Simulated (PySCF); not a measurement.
A structure optimised at B3LYP-D3(BJ)/def2-TZVP, used in a PySCF frequency run:

```
N
H 1 1.0122
C 1 1.4533 2 109.86
H 3 1.0907 1 109.81 2 53.57
H 3 1.0928 4 107.72 1 -119.04
H 3 1.1028 4 108.38 5 -115.97
C 1 1.4533 2 109.86 3 -124.94
H 7 1.0907 1 109.81 2 -53.57
H 7 1.0928 8 107.72 1 119.04
H 7 1.1028 8 108.38 9 115.97
```
Charge 0, spin multiplicity 1.

Q: Write its SMILES, formula and point group.

A: CNC, C₂H₇N, Cs

Q: What are its rotational constants (standard atomic weights)?

A: 34.817, 9.3165, 8.2274 GHz
